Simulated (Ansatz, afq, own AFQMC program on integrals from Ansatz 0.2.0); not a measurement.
# Atomization energy of GaBPH, singlet

```yaml
atoms:
  - { symbol: Ga, position_ang: [0.0000, -0.2748, 2.2912] }
  - { symbol: B, position_ang: [0.0000, -0.2972, 0.0627] }
  - { symbol: P, position_ang: [0.0000, -0.3214, -1.6468] }
  - { symbol: H, position_ang: [0.0000, 0.8934, -0.7071] }
```

Connectivity, by distances: Ga–B–P, 1 bridging H.

Atoms in their ground-state spins without spin–orbit coupling (mostly on UHF) minus the molecule (RHF), without zero-point energy. The geometry is a stationary point, not shown to be a minimum.

Basis cc-pVDZ. Only valence electrons are correlated. Ansatz 0.2.0 and our own AFQMC program on the same integrals; the CISD trial comes from CCSD amplitudes, and released means the phaseless constraint is let go. Free projection: walkers drawn from exp(T), propagated without any constraint. Its projection time is finite, and what remains of the start isn't in its error. ± is one standard error of the sampling. No spin–orbit coupling. The errors of all members are added in quadrature.

No full CI on the walks' own integrals is used here; CCSDT(Q) serves as the reference and is uncertain by about the last step of the cluster series. Each member takes its own surest rung, up to full CI.

The best estimate is CCSD(T) at the basis-set limit (CBS: def2-TZVPP and def2-QZVPP, with their diffuse functions for anions and beside diffuse sets, CCSD(T) itself extrapolated) plus the step from CCSD(T) to CCSDT(Q) in cc-pVDZ. Rows without CBS are in cc-pVDZ, the functionals in def2-TZVP; B2PLYP and the wave-function rows carry a basis error of their own. Core correlation and relativity beyond core potentials are missing, and ± holds the sampling alone.

Cautions: inner d shell frozen; no relativity below Rb; no spin-orbit coupling; GaBPH (singlet): higher spins were not checked, raised T1 diagnostic (T1 0.021, weight of the determinant 0.82, largest double 0.08).

Best estimate: 10.031 eV.

```
                  level  atomization energy (eV)  error against the best estimate (eV)
                     HF                    5.956                                -4.075
                    MP2                    8.948                                -1.083
                   CCSD                    8.446                                -1.585
                CCSD(T)                    8.741                                -1.290
          ph-AFQMC/CISD            8.776 ± 0.021                        -1.255 ± 0.021
         released AFQMC            8.817 ± 0.029                        -1.214 ± 0.029
             free AFQMC            8.714 ± 0.025                        -1.317 ± 0.025
                 HF/CBS                    6.253                                -3.778
                MP2/CBS                   10.173                                 0.141
            CCSD(T)/CBS                   10.000                                -0.031
                    PBE                   10.506                                 0.475
                 r2SCAN                   10.214                                 0.183
                   PBE0                   10.152                                 0.121
                  B3LYP                    9.992                                -0.039
                wB97M-V                   10.263                                 0.232
                 B2PLYP                    9.918                                -0.113
surest rungs in cc-pVDZ                    8.772                                -1.259
```

Correlation beyond CCSD(T) adds 0.031 eV. Going to the basis-set limit adds 1.259 eV at CCSD(T). The perturbative (T) step is worth +0.295 eV.

Best estimates are given only where the step beyond CCSD(T) is under 0.3 eV and no member's determinant is very poor (T1 over 0.05, or 0.07 for open shells, ⟨S²⟩ too high by 0.3, two states mixed), so the hardest cases are missing from such tables.

The functionals ran in a triple-zeta set and keep a basis error of their own, a few kJ/mol for each bond in atomization energies and more for double hybrids, so close places among them and the extrapolated levels can swap.

Free projections are given only where their last times agree within the noise and don't stop above the reference; a slow remainder of the start can still hide under it. Each member of a difference takes its own highest rung, so a best estimate needn't equal the limit plus the step of one row. Released energies are given only where the last usable release times agree within the noise; a slower fall can still hide under it.
